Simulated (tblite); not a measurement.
Compound: C4H6N (doublet state).
SMILES with atom numbers: `[CH2:1]=[N:2][C:3]1[CH2:4][CH2:5]1` (hydrogens: H6, H7 on C1; H8, H9 on C4; H10, H11 on C5)
Bond orders are those of one Lewis drawing.

Computed with GFN2-xTB (tblite), gas phase: L-BFGS steps from a force-field or distance-geometry start until the largest atomic force falls under 0.01 eV/Å.

Step 3: E = -392.1010 eV
```
atom  x, y, z in Å  |  force x, y, z in eV/Å
C1      2.1067   -0.0767   -0.2488    0.063   0.043  -0.159
N2      0.9955   -0.6336   -0.6029    0.346  -0.416  -0.029
C3     -0.1862   -0.0904   -0.5847    0.272  -0.085   0.124
C4     -0.9124    0.7353    0.3796   -0.121  -0.056   0.170
C5     -1.4710   -0.5906   -0.1293   -0.141   0.008   0.266
H6      2.1981    0.9819   -0.0433    0.139   0.216  -0.083
H7      2.9887   -0.6998   -0.1631   -0.240   0.090  -0.064
H8     -1.4144    1.6383    0.0916   -0.024   0.201  -0.142
H9     -0.5319    0.7306    1.3839    0.028   0.265   0.386
H10    -2.3758   -0.5985   -0.7015   -0.122   0.037  -0.290
H11    -1.3918   -1.3938    0.5925   -0.200  -0.303  -0.179
```

Step 4: E = -392.1304 eV
```
atom  x, y, z in Å  |  force x, y, z in eV/Å
C1      2.1069   -0.0716   -0.2551   -0.021   0.155  -0.163
N2      1.0047   -0.6504   -0.6086    0.009  -0.069   0.121
C3     -0.1764   -0.1024   -0.5596    0.145  -0.113  -0.062
C4     -0.9152    0.7368    0.3862    0.005  -0.115   0.168
C5     -1.4741   -0.5904   -0.1234   -0.122   0.212  -0.023
H6      2.2072    0.9887   -0.0480    0.012   0.103  -0.088
H7      2.9743   -0.6938   -0.1649    0.169  -0.092  -0.053
H8     -1.4140    1.6419    0.0883    0.050   0.103  -0.132
H9     -0.5316    0.7423    1.3919   -0.054   0.248   0.336
H10    -2.3764   -0.5984   -0.7082    0.022   0.072  -0.233
H11    -1.3999   -1.4000    0.5755   -0.214  -0.504   0.130
```

Task: Estimate the geometry and energy of step 5. (The exact step hangs on the optimiser's Hessian estimate; all steps are aligned on step 4, rigid shifts and turns removed.)

Result: E = -392.1464 eV, largest force 0.430 eV/Å
```
atom  x, y, z in Å  |  force x, y, z in eV/Å
C1      2.1078   -0.0658   -0.2613   -0.020   0.046  -0.159
N2      1.0107   -0.6618   -0.6097   -0.175   0.211   0.205
C3     -0.1710   -0.1105   -0.5462    0.107  -0.129  -0.096
C4     -0.9164    0.7356    0.3926    0.068   0.003   0.166
C5     -1.4770   -0.5868   -0.1202   -0.132  -0.004  -0.019
H6      2.2124    0.9942   -0.0523   -0.057   0.060  -0.098
H7      2.9690   -0.6919   -0.1669    0.297  -0.101  -0.054
H8     -1.4127    1.6454    0.0842    0.147  -0.050  -0.081
H9     -0.5326    0.7533    1.4022   -0.128   0.208   0.212
H10    -2.3765   -0.5970   -0.7163    0.131   0.103  -0.162
H11    -1.4084   -1.4121    0.5679   -0.239  -0.347   0.085
```

The energy changes by -0.0160 eV. The first-order estimate −F·Δx gives -0.0219 eV and the mean of the old and new forces, exact on a quadratic surface, -0.0159 eV. The step makes an angle of 49° with the force vector and moves no atom by more than 0.017 Å.

The cost below is that of the whole relaxation. Hardware: one thread, Arm Neoverse V2 (aarch64), shared host with 192 logical CPUs at a one-minute load of 135. Cost: 0.14 s.
